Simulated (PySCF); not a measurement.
# C3H3FO: calculation and literature

Molfile (atoms numbered from 1):
```
C3H3FO
     RDKit          3D

  8  7  0  0  0  0  0  0  0  0999 V2000
    1.2222    0.1596   -0.2439 C   0  0  0  0  0  0  0  0  0  0  0  0
    0.1287   -0.0625    0.4764 C   0  0  0  0  0  0  0  0  0  0  0  0
   -1.1878   -0.0904   -0.1591 C   0  0  0  0  0  0  0  0  0  0  0  0
   -1.4887    0.0642   -1.2929 O   0  0  0  0  0  0  0  0  0  0  0  0
   -2.1674   -0.3384    0.7618 F   0  0  0  0  0  0  0  0  0  0  0  0
    1.1509    0.3218   -1.3075 H   0  0  0  0  0  0  0  0  0  0  0  0
    2.2033    0.1860    0.1978 H   0  0  0  0  0  0  0  0  0  0  0  0
    0.1478   -0.2308    1.5429 H   0  0  0  0  0  0  0  0  0  0  0  0
  1  2  2  0
  2  3  1  0
  3  4  2  0
  3  5  1  0
  1  6  1  0
  1  7  1  0
  2  8  1  0
M  END
```

[PySCF 2.14: structure optimised with GFN2-xTB; shielding tensors at PBE0/pcSseg-1 (GIAO); couplings computed with B3LYP/pcJ-1; gas phase; one computed conformer; no relativistic terms]

Reference values: measured (solution; E. Pretsch, P. Bühlmann, M. Badertscher, Structure Determination of Organic Compounds, 4th ed., Springer 2009).
| atoms | quantity | reference | computed | computed, scaled |
| --- | --- | --- | --- | --- |
| F5 | δ ¹⁹F vs CFCl3 | 24.0 | 47.7 | 34.8 |

Reference values: measured (solution, not stated per compound (mostly CDCl3 or CCl4); Pretsch, Buehlmann, Badertscher, Structure Determination of Organic Compounds, 4th ed. (2009)).
```
atoms  quantity  reference  computed  computed, scaled
   H6      δ ¹H       6.60      7.28              6.95
   H7      δ ¹H       6.25      6.63              6.35
   H8      δ ¹H       6.14      6.30              6.03
```

Computed shifts are σ(ref) − σ with the named reference compound (TMS for H and C) calculated as an isolated molecule at the same level. The measured values may be among those fitted. Scaled to experiment by linear calibration (H and C: mostly CDCl3 data, vs TMS): ¹H (scatter 0.17 ppm rms, 0.18 ppm with the 4 outliers that the fit left out); ¹⁹F (scatter 6.0 ppm rms, 7.0 ppm with the 5 outliers that the fit left out vs CFCl3, solution or neat liquid, with a term for F on sp3 carbon). Occasional misses reach two or three times the rms, and more in compound classes unlike the fitted ones.

Coupling constants in Hz:
```tsv
coupling	reference	computed	source
³J(H8,H7) cis	10.7	11.7	measured; solution (compiled); Pretsch, Buehlmann, Badertscher, Structure Determination of Organic Compounds, 4th ed., Springer 2009
³J(H8,H6) trans	17.3	18.9	measured; solution (compiled); Pretsch, Buehlmann, Badertscher, Structure Determination of Organic Compounds, 4th ed., Springer 2009
²J(H6,H7)	0.8	0.4	measured; solution (compiled); Pretsch, Buehlmann, Badertscher, Structure Determination of Organic Compounds, 4th ed., Springer 2009
```

Q: How far are the unscaled ¹H shifts from the references?

A: Mean signed difference +0.41 ppm, mean absolute 0.41 ppm over 3 comparisons; the largest is +0.68 ppm at H6 (hydrogen on a β carbon of a C=C–C=O unit).

Unscaled 3J(H,H) at this level run about 10 % above measured values.
